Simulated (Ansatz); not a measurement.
Worked example: correlation energy of SnH$_{2}$⁻, doublet

Geometry: displaced at random from a stationary point.

```yaml
atoms:
  - { symbol: Sn, position_ang: [-0.0004, -0.0213, 0.0005] }
  - { symbol: H, position_ang: [-0.0012, 1.2255, -1.2987] }
  - { symbol: H, position_ang: [0.0467, 1.2848, 1.2349] }
```

Basis def2-TZVPD with its core potentials; Ansatz 0.2.0. Correlated methods freeze the noble-gas cores and the filled d shells of p-block atoms, which leaves 7 electrons in 65 orbitals. R marks a restricted (for open shells ROHF) determinant, U an unrestricted one. No spin–orbit coupling is included; scalar relativity enters through the core potentials alone.

Full CI isn't at hand for all of this; UCCSDT(Q) serves as the reference, and is uncertain by about the last step of the cluster series.

Runs differ by some tens of microhartree through their thresholds and, for an open shell, their frozen cores, so steps under 0.03 kcal/mol mean nothing.

```json
{"level": "UHF", "total energy (hartree)": "-214.501171"}
{"level": "UMP2", "total energy (hartree)": "-214.601554"}
{"level": "UCCSD", "total energy (hartree)": "-214.626227"}
{"level": "UCCSD(T)", "total energy (hartree)": "-214.630303"}
{"level": "UCCSDT", "total energy (hartree)": "-214.631189"}
{"level": "UCCSDT(Q)", "total energy (hartree)": "-214.631339"}
```

Problem. What is the correlation energy at UCCSDT(Q), and what share of it do UMP2 and UCCSD recover?

Solution. E(corr) = -214.631339 − (-214.501171) = -0.130168 hartree = -3.542 eV. UMP2: -0.100383 / -0.130168 = 77.12 %. UCCSD: -0.125056 / -0.130168 = 96.07 %.

Problem. By how many kcal/mol does UCCSD(T) miss UCCSDT(Q) (1 hartree = 627.509 kcal/mol), and which steps make up the rest?

Solution. -214.630303 − (-214.631339) = 0.001036 hartree = 0.65 kcal/mol. Steps: UCCSDT − UCCSD(T) = -0.56, UCCSDT(Q) − UCCSDT = -0.09 kcal/mol. That is within 1 kcal/mol of the reference in this basis, which itself misses far more of the correlation at the basis-set limit.
